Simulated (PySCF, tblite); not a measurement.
A complex of hydrogen chloride and 3 × hydrogen fluoride

A gas-phase complex of hydrogen chloride and 3 × hydrogen fluoride; neutral, singlet. The structure comes from a short search (6 tight-binding starts) and was relaxed by PBE0-D3(BJ)/def2-TZVPD; another way of binding may lie lower. No frequency run checks that it is a minimum.

| part | name | SMILES | atoms | charge | multiplicity |
| --- | --- | --- | --- | --- | --- |
| 1 | hydrogen chloride | Cl | 1–2 | 0 | 1 |
| 2 | hydrogen fluoride | F | 3–4 | 0 | 1 |
| 3 | hydrogen fluoride | F | 5–6 | 0 | 1 |
| 4 | hydrogen fluoride | F | 7–8 | 0 | 1 |

Coordinates in Å:
```
Cl1     0.009   -0.166   -0.479
H2     -0.356   -0.658    0.684
F3      0.613   -2.982   -1.152
H4      0.465   -2.044   -1.079
F5     -0.726   -1.624    2.025
H6     -0.508   -2.518    1.783
F7     -0.063   -3.860    1.096
H8      0.221   -3.639    0.213
```

| contact | kind (by geometry) | distance (Å) | angle (°) |
| --- | --- | --- | --- |
| H8···F3 | hydrogen bond | 1.565 | 168 |
| H6···F7 | hydrogen bond | 1.571 | 168 |
| H2···F5 | hydrogen bond | 1.694 | 167 |
| H4···Cl1 | hydrogen bond | 2.024 | 166 |

Interaction energies are complex less parts, with the parts frozen as they stand in it; counterpoise-corrected, in kcal/mol (PySCF).

How strongly do the parts interact, level by level?


| level | interaction | superposition error removed |
| --- | --- | --- |
| wB97M-D3(BJ)/def2-TZVPD | -23.91 | -0.33 |
| PBE0-D3(BJ)/def2-TZVPD | -27.11 | -0.34 |
| RI-MP2/def2-TZVPD | -20.81 | -2.36 |

What holds them together? Decompose the wB97M-D3(BJ)/def2-TZVPD energy: frozen parts, their antisymmetrised product, then relaxation.

electrostatic -43.1, Pauli repulsion +57.9, orbital relaxation -36.4, dispersion correction -2.7 kcal/mol, which sum to the value before the counterpoise correction; the Pauli term holds the exchange-correlation of the frozen density too. Of the attraction, 52 % is electrostatic, 44 % is orbital relaxation, 3 % is dispersion correction.

Are the pair energies additive?

The pairs sum to -14.12 kcal/mol (1–2 -2.3, 1–3 -1.4, 1–4 -1.4, 2–3 -1.6, 2–4 -3.7, 3–4 -3.8); the rest of -9.79 is a many-body strengthening.

The parts were also relaxed and run alone, at the levels used for the complex: shieldings by PBE0/pcSseg-2; core levels by delta-SCF with SCAN, pcX-2 on the ionised atom and pcseg-1 elsewhere, spin-free X2C.

Values alone: F7–H8 bond (Å): 0.921; shielding of H8 (ppm): 29.16; shielding of F3 (ppm): 410.5; shielding of H6 (ppm): 29.16; shielding of F7 (ppm): 410.5; F3 1s core level (eV): 694.11; F5 1s core level (eV): 694.11; F7 1s core level (eV): 694.11.

How do these values change when the complex forms?


```
             property   alone  in the complex  change
       F7–H8 bond (Å)   0.921           0.953  +0.032
shielding of H8 (ppm)   29.16           22.10   -7.06
shielding of F3 (ppm)   410.5           355.7   -54.8
shielding of H6 (ppm)   29.16           22.22   -6.94
shielding of F7 (ppm)   410.5           382.2   -28.3
F3 1s core level (eV)  694.11          694.36   +0.24
F5 1s core level (eV)  694.11          693.81   -0.30
F7 1s core level (eV)  694.11          694.26   +0.14
```

Density functionals tend to overstate the lengthening and the red shift of so strongly bound an X–H bond.

The 5 runs behind this took 4.8 min in all, one thread each of Arm Neoverse N1 on a shared host, launched as `OMP_NUM_THREADS=1 python cluster_run.py task.json out`.
